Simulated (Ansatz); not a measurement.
## Relaxing a trial structure of AlH6P

The starting geometry of this gas-phase triplet was optimised with GFN2-xTB as a singlet; its bonds are those of `[AlH3-][PH3+]`.

```xyz
8

Al   -0.4842    0.1702   -1.3905
P     0.3665   -0.1381    0.9735
H     0.4896   -0.8636   -2.0557
H    -1.9605   -0.2622   -1.0852
H    -0.1461    1.6987   -1.4799
H     0.8880    0.9166    1.6992
H     1.3968   -1.0045    1.2893
H    -0.4581   -0.5742    1.9934
```

Q: Predict what becomes of its bonds when it is optimised with PBE0-D4/def2-SVP.

A: It rearranges, giving a structure given below by its coordinates. Distances that change by over a tenth: Al1–H3 (1.57 → 1.99 Å). Contacts that open: Al1–P2 (2.53 → 3.42 Å). Contacts that close: P2–H3 (3.12 → 1.62 Å).

The energy falls by 3.11 eV over 19 steps:

```
step  E − E(last) (eV)
   1             3.109
   3             1.630
   5             0.952
   7             0.618
   9             0.407
  11             0.069
  13             0.007
  15             0.000
  17             0.000
  19             0.000
```

Final geometry (Å):

| atom | x (Å) | y (Å) | z (Å) |
| --- | --- | --- | --- |
| Al | -0.8657 | 0.4056 | -1.9435 |
| P | 0.8499 | -0.6070 | 0.8338 |
| H | 0.4002 | -0.5075 | -0.7168 |
| H | -2.1027 | -0.1813 | -1.0864 |
| H | -0.2445 | 1.8312 | -1.5064 |
| H | 0.9796 | 0.7929 | 0.9853 |
| H | 1.5454 | -0.9928 | 2.0749 |
| H | -0.4701 | -0.7981 | 1.3032 |

Frequencies at the end are all real (lowest 40 cm⁻¹). Open shells are spin-unrestricted. The triplet needn't be the ground state. Run with Ansatz 0.2.0, 70 s on 2 threads of Arm Neoverse N1, on a shared host.
